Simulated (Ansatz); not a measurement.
Basis-set extrapolation for C3H6N2S (`C1=NCNCS1`) (PBE0-D4/def2-TZVP geometry, frozen core, Ansatz). Multiplicity 1, RHF reference.

```tsv
	def2-TZVPP	def2-QZVPP
HF	-623.592647	-623.614109
MP2 correlation	-1.074573	-1.150164
CCSD(T) correlation	-1.166836	not run
```

Energies in hartree. Use E(X) = E(∞) + A·exp(−7.88·√X) for Hartree–Fock and E(X) = E(∞) + B·X^(−2.97) for correlation, with X = 3 and 4, and add CCSD(T) minus MP2 of the smaller set to the MP2 limit.

Task: What is the CCSD(T) energy at the basis-set limit?

Result: HF limit: -623.614109 + (-0.021462) × 0.13774 = -623.61707. MP2 limit: -1.150164 + (-0.075591) × 0.74074 = -1.20616. Higher-order term: -1.166836 − (-1.074573) = -0.09226. Total: -624.91549 hartree, 409.6 kJ/mol below CCSD(T)/def2-TZVPP.
